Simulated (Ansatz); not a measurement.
Consider the isomerisation: `C=CC(O)(F)F` → `CO/C(F)=C/F`.

Program: Ansatz. Geometries: PBE0-D4/def2-TZVP. ΔE: electronic, gas phase. CCSD(T)/CBS adds triple-zeta CCSD(T) − MP2 to the extrapolated MP2 energy (def2 sets, frozen cores). DFT in def2-TZVPP. Each species was taken in one conformer, which may not be the lowest.

CCSD(T)/CBS gives +136.9 kJ/mol.

**Question.** Another level gave +135.5 kJ/mol. Which?
A. CCSD(T)/def2-TZVPP
B. MP2/def2-TZVPP
C. PBE/def2-TZVPP
D. r2SCAN-D4/def2-TZVPP

**Answer.** A. CCSD(T)/def2-TZVPP 135.5, PBE 113.3, MP2/def2-TZVPP 140.3, r2SCAN-D4 126.9 kJ/mol.

Largest T1 diagnostic among the species: 0.012.

From PBE to PBE0 (25 % exact exchange), in def2-TZVPP and without D4, ΔE moves by +9.2 kJ/mol.
